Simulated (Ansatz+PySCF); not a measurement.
singlet CH3Cl: levels of theory in one basis

```xyz
5

C     0.0492   -0.0039   -1.1115
Cl   -0.0238    0.0320    0.6259
H     0.0162   -1.0678   -1.5142
H    -0.8477    0.5190   -1.4786
H     0.9417    0.5312   -1.4586
```

Basis set: def2-SVP (spherical functions). Left uncorrelated: 6 orbitals. Charge 0, multiplicity 1.

Computed with Ansatz (development build ahead of 0.2.0); each method stands on the lowest determinant of its kind that the runs found. NEVPT2 correlates all electrons. Active spaces start from the frontier orbitals, and the lowest solution found is given.

```json
{"method": "RHF", "E − E(RHF) (eV)": "0.00", "<S²> of the determinant": "0.00"}
{"method": "RHF-MP2", "E − E(RHF) (eV)": "-7.74", "<S²> of the determinant": "–"}
{"method": "RHF-CCSD", "E − E(RHF) (eV)": "-8.55", "<S²> of the determinant": "–"}
{"method": "CASSCF(2,2)", "E − E(RHF) (eV)": "-0.44", "<S²> of the determinant": "–"}
{"method": "SC-NEVPT2(2,2)", "E − E(RHF) (eV)": "-8.03", "<S²> of the determinant": "–"}
```

Task: What does RHF-CCSD(T) give on the same scale?

Result: -8.74 eV.

Task: Is a single determinant a sound starting point here?

Result: By this sign, yes. Unrestricted orbitals gain 0.00 eV and <S²> is 0.00 against 0.00 for a pure state. The CASSCF(2,2) natural occupations are 1.98, 0.02.

Caution for CASSCF(2,2), SC-NEVPT2(2,2): other starts end on other solutions of this active space.
